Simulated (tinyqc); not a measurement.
Worked calculation: extended Hueckel theory, for PH2-. The parameters take no account of the charge, which enters only through the electron count, and nothing here shows that the anion is bound. Computed by tinyqc, a small Python program that keeps every step (integrals from PySCF). Settings: charge = -1, K = 1.75, weighted = 1, multiplicity = 1. Command: `OMP_NUM_THREADS=1 python tinyqc.py 29842 29843 out.jsonl` (the two numbers bound the seeds that draw the settings). One thread of a shared host (Intel(R) Xeon(R) Processor @ 2.60GHz), about 0.01 s of CPU time with the checks.

## Overlaps

Geometry (angstrom):
```
atom        x         y        z
P     0.00000   0.00000  0.00000
H     0.00000   1.05300  1.07000
H     0.00000  -1.05300  1.07000
```

Parameters chosen for this run:
```
element  shell  Slater exponent  H_ii (eV)
P           3s          1.75000  -18.60000
P           3p          1.30000  -14.00000
H           1s          1.30000  -13.60000
```

Slater orbitals, each expanded in six Gaussians scaled to its exponent.

overlap S, lower triangle:
```
          1P 3s   1P 3px    1P 3py   1P 3pz    2H 1s    3H 1s
1P 3s   1.00000
1P 3px  0.00000  1.00000
1P 3py  0.00000  0.00000   1.00000
1P 3pz  0.00000  0.00000   0.00000  1.00000
2H 1s   0.35883  0.00000   0.36868  0.37463  1.00000
3H 1s   0.35883  0.00000  -0.36868  0.37463  0.08548  1.00000
```

## Wolfsberg-Helmholz matrix

diagonal H_ii (eV): 1P 3s -18.60000, 1P 3px -14.00000, 1P 3py -14.00000, 1P 3pz -14.00000, 2H 1s -13.60000, 3H 1s -13.60000

K = 1.75000

H_ij = K' S_ij (H_ii + H_jj)/2 for i != j (the diagonal keeps H_ii), with K' = K + D^2 + D^4 (1 - K), D = (H_ii - H_jj)/(H_ii + H_jj), K = 1.75.

H (eV), lower triangle:
```
            1P 3s     1P 3px     1P 3py     1P 3pz      2H 1s      3H 1s
1P 3s   -18.60000
1P 3px    0.00000  -14.00000
1P 3py    0.00000    0.00000  -14.00000
1P 3pz    0.00000    0.00000    0.00000  -14.00000
2H 1s   -10.24691    0.00000   -8.90463   -9.04839  -13.60000
3H 1s   -10.24691    0.00000    8.90463   -9.04839   -2.03452  -13.60000
```

## Orbitals

valence electrons = 8

Solve H C = S C e through S^(-1/2); fill by pairs from the bottom, a degenerate level sharing its electrons equally; each orbital has its largest coefficient positive (the first on a tie).

orbital energies (eV): -20.89025  -17.18309  -15.41985  -14.00000  -0.30171  10.85971

occupations: 2.00000  2.00000  2.00000  2.00000  0.00000  0.00000

coefficients:
```
            MO1       MO2       MO3      MO4       MO5       MO6
1P 3s   0.69210   0.00000  -0.50218  0.00000   0.00000   0.85987
1P 3px  0.00000   0.00000   0.00000  1.00000   0.00000   0.00000
1P 3py  0.00000   0.61839   0.00000  0.00000   1.02010   0.00000
1P 3pz  0.10222   0.00000   0.78067  0.00000   0.00000   0.94499
2H 1s   0.28811   0.38301   0.16940  0.00000  -0.79455  -0.89550
3H 1s   0.28811  -0.38301   0.16940  0.00000   0.79455  -0.89550
```

sum of one-electron energies = -134.98639 eV

## Mulliken analysis

P = C n C^T; charge = valence electrons (P 5, H 1) minus the sum of (P S)_ii on the atom; overlap population = 2 sum P_ij S_ij between two atoms.

charges: 1P -1.22266, 2H 0.11133, 3H 0.11133

Overlap populations:
```
pair      value
2-1    0.755694
3-1    0.755694
3-2   -0.011965
```
